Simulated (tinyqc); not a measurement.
Worked calculation: ROHF in the sto-3g basis, for LiH, spin multiplicity 3. One step of it, computed by the program tinyqc.

Question. Iteration 2: Roothaan effective Fock matrix. With projectors Pc = D(beta) S, Po = (D(alpha) - D(beta)) S, Pv = 1 - D(alpha) S, the block xy is Px^T F Py; with Fc = (F(alpha) + F(beta))/2, the blocks are Fc for cc, oo, vv and cv, F(beta) for co and F(alpha) for ov.

F(alpha) (hartree), lower triangle:
```
            1Li 1s     1Li 2s   1Li 2px   1Li 2py    1Li 2pz      2H 1s
1Li 1s   -2.249181
1Li 2s   -0.618575  -0.372624
1Li 2px   0.000000   0.000000  0.158435
1Li 2py   0.000000   0.000000  0.000000  0.158435
1Li 2pz  -0.011165  -0.103857  0.000000  0.000000  -0.182467
2H 1s    -0.100766  -0.254914  0.000000  0.000000  -0.324791  -0.364851
```

F(beta) (hartree), lower triangle:
```
            1Li 1s     1Li 2s   1Li 2px   1Li 2py    1Li 2pz      2H 1s
1Li 1s   -2.224069
1Li 2s   -0.599583  -0.042201
1Li 2px   0.000000   0.000000  0.237193
1Li 2py   0.000000   0.000000  0.000000  0.237193
1Li 2pz  -0.011047  -0.100625  0.000000  0.000000   0.189165
2H 1s    -0.092408  -0.125042  0.000000  0.000000  -0.141709  -0.177598
```

D(alpha) after iteration 1, lower triangle:
```
            1Li 1s     1Li 2s   1Li 2px   1Li 2py   1Li 2pz     2H 1s
1Li 1s    1.062480
1Li 2s   -0.260082   1.080387
1Li 2px   0.000000   0.000000  0.000000
1Li 2py   0.000000   0.000000  0.000000  0.000000
1Li 2pz  -0.000451  -0.014731  0.000000  0.000000  0.915879
2H 1s     0.008925  -0.030155  0.000000  0.000000  0.085684  0.008787
```

D(beta) after iteration 1, lower triangle:
```
            1Li 1s     1Li 2s   1Li 2px   1Li 2py    1Li 2pz     2H 1s
1Li 1s    1.008119
1Li 2s   -0.017797   0.000314
1Li 2px   0.000000   0.000000  0.000000
1Li 2py   0.000000   0.000000  0.000000  0.000000
1Li 2pz  -0.000620   0.000011  0.000000  0.000000   0.000000
2H 1s     0.002462  -0.000043  0.000000  0.000000  -0.000002  0.000006
```

overlap S, lower triangle:
```
           1Li 1s    1Li 2s   1Li 2px   1Li 2py   1Li 2pz     2H 1s
1Li 1s   1.000000
1Li 2s   0.241137  1.000000
1Li 2px  0.000000  0.000000  1.000000
1Li 2py  0.000000  0.000000  0.000000  1.000000
1Li 2pz  0.000000  0.000000  0.000000  0.000000  1.000000
2H 1s    0.035034  0.323089  0.000000  0.000000  0.447912  1.000000
```

Give: effective F.

Answer.

effective F (hartree), lower triangle:
```
          1Li 1s   1Li 2s  1Li 2px  1Li 2py  1Li 2pz    2H 1s
1Li 1s   -2.2365
1Li 2s   -0.6051  -0.2062
1Li 2px   0.0000   0.0000   0.1978
1Li 2py   0.0000   0.0000   0.0000   0.1978
1Li 2pz  -0.0108  -0.1011   0.0000   0.0000   0.0031
2H 1s    -0.0954  -0.2007   0.0000   0.0000  -0.2315  -0.2765
```
